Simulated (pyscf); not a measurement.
H₂B–PH₂ + silane (SiH₄) -> H₂B–PH–SiH₃ + hydrogen (H₂), a four-centre exchange (singlet surface; H–P, H–Si broken, P–Si, H–H formed). Optimised with ωB97X-D3(BJ)/def2-SVP in PySCF. Energies in kcal/mol from the separated reactants.

Small-basis levels: PySCF, no dispersion term, spherical d functions. 

Problem. Quick BP86/6-31G* single points give ΔE‡ = 60.4 kcal/mol and ΔE = -2.1 kcal/mol. What does ωB97M-D3(BJ)/def2-TZVP give, and how far is the quick result from it?

Solution. ωB97M-D3(BJ)/def2-TZVP gives ΔE‡ = 61.1 kcal/mol and ΔE = -1.2 kcal/mol. BP86/6-31G* lies 0.7 kcal/mol under it in the barrier and 0.8 kcal/mol under it in the reaction energy, so on this step it holds to within 3.0 kcal/mol. ωB97M-D3(BJ)/def2-TZVP has limits of its own. At the saddle there is also a short H–Si contact that neither side keeps. One saddle was located; it need not be the lowest between these sides.
